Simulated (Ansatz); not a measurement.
How far each method lies from UCCSDT(Q) for Ge–CH2, triplet

Geometry: that of the Ge–CH2, singlet, kept fixed. The singlet lies 1.8 eV lower here.

```xyz
4

Ge    0.0000    0.0000    0.3030
C     0.0000    0.0000   -1.4834
H     0.0000   -0.9122   -2.0790
H     0.0000    0.9122   -2.0790
```

Basis cc-pVTZ; Ansatz 0.2.0. Only valence electrons are correlated (noble-gas cores and the filled d shells of p-block atoms frozen), which leaves 10 electrons in 86 orbitals. Prefix R: restricted or restricted open-shell reference; prefix U: unrestricted. Active spaces: valence = (10e, 10o) chosen from the atoms' valence shells. No spin–orbit coupling is included, and no scalar relativity.

Full CI isn't at hand for all of this; UCCSDT(Q) serves as the reference, and is uncertain by about the last step of the cluster series. The frozen core follows each run's orbitals, which can shift R against U totals by a few meV for light atoms and by up to 0.1 eV past Ca.

```
UHF ⟨S²⟩                          : 2.027
T1 diagnostic (RCCSD)             : 0.0185
largest doubles amplitude (RCCSD) : 0.050
T1 diagnostic (UCCSD)             : 0.0160
```

| level | E − E(RHF) (eV) |
| --- | --- |
| UHF | -0.1902 |
| UMP2 | -5.9793 |
| UCCSD | -6.8011 |
| UCCSD(T) | -7.0409 |

Q: Estimate how far UCCSDT(Q) in cc-pVTZ lies from UCCSD(T). The table doesn't fix it; the size of (T) and the diagnostics are the guide.

A: UCCSDT(Q) in cc-pVTZ lies 1.37 mEh below UCCSD(T), which is 16 % of the (T) step (-8.81 mEh). The diagnostics are small and one determinant leads, so the series closes fast and only a small part of (T) is left.

The other levels:

```csv
level,E − E(UCCSDT(Q)) (mEh),share of correlation (%),wall time
UCCSDT,0.37,99.86,–
```

The correlation energy at UCCSDT(Q), counted from RHF, is -7.078 eV. That run took 38 s on 2 threads of AMD EPYC 7R13 with a shared H100 80 GB, shared host.

Run but not shown, since their state or frozen core can't be matched to the reference's or they repeat it: RHF, RMP2, RCCSD, RCCSD(T), BCCD(T), RCCSDT, RCCSDT(Q), CASSCF (valence space), NEVPT2 (valence space), MRCISD (valence space), MRCISD+Q (valence space).

Times hold each run's SCF and search for its determinant on a shared host, so for small cases they say little of a method's own cost.

Natural occupations of CASSCF (valence space) about the gap: 1.984 1.979 1.976 1.956 1.000 0.998 0.041 0.023 0.022 0.022; effectively unpaired electrons, Σ n²(2−n)², 2.02.
